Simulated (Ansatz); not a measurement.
**H2O, singlet: CASSCF and its corrections**

Calculated in Ansatz's Gaussian-basis code. Basis aug-cc-pVTZ, nonrelativistic, no frozen core. State-specific CASSCF; RHF is the lowest restricted (open-shell) Hartree–Fock solution met. Solutions may break the symmetry of the shape. No proof that the lowest CASSCF solution was found.

Geometry:

```xyz
3

O     0.0000    0.0000    0.0000
H     0.0000    0.7575    0.5865
H     0.0000   -0.7575    0.5865
```

What do CASSCF and its corrections give against RHF in CAS(6,5), and what are the occupations?

CASSCF -1.441 eV, SC-NEVPT2 -7.426 eV; occupations 2.00, 1.98, 1.98, 0.02, 0.02.
